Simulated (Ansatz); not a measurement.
Input file:

```yaml
crystal:
  periodic: [false, false, false]
  atoms:
    - {symbol: Si, position_ang: [0.000000, 0.000000, 0.000000]}
    - {symbol: O, position_ang: [0.000000, 0.000000, 1.508831]}
basis:
  gaussian: {orbitals: def2-TZVPP}
magnetization: {spin_polarized: false}
correlation: {method: ccsdtq, electrons: all}
```

```sh
$ ansatz run in.yaml --threads 1 --pin off --events-out ev --progress --plain --max-ram 2176MiB
```

Problem. How does this run end?

Solution. Out of memory. The input was made wrong on purpose (too large for memory), so the run isn't a sound calculation of what was asked.
```
833 factors; integrals over basis functions are off by at most 1.8e-7 eV
mean field evaluation 1: about -9895.7588 eV, gradient 4.9e1 eV
mean field evaluation 2: about -9895.7601 eV, gradient 4.9e1 eV
mean field evaluation 4: about -9900.5986 eV, gradient 2.7e0 eV
mean field evaluation 8: about -9900.6337 eV, gradient 1.2e-1 eV
mean field evaluation 16: about -9894.5852 eV, gradient 5.7e1 eV
mean field -9900.63373852 eV, -363.8415790000 hartree, gradient 1.5e-6 eV, S^2 0.000000; 0 other end points of the search recorded, 0 dependent functions left out
reference -9900.63373852 eV, -363.8415790000 hartree; 11, 11 occupied and 62, 62 virtual orbitals, 833 factors
Error: with its amplitudes the run needs 134.49 GiB of memory by its plan, which may be too low or too high, and 2.12 GiB are given
refused for memory
```
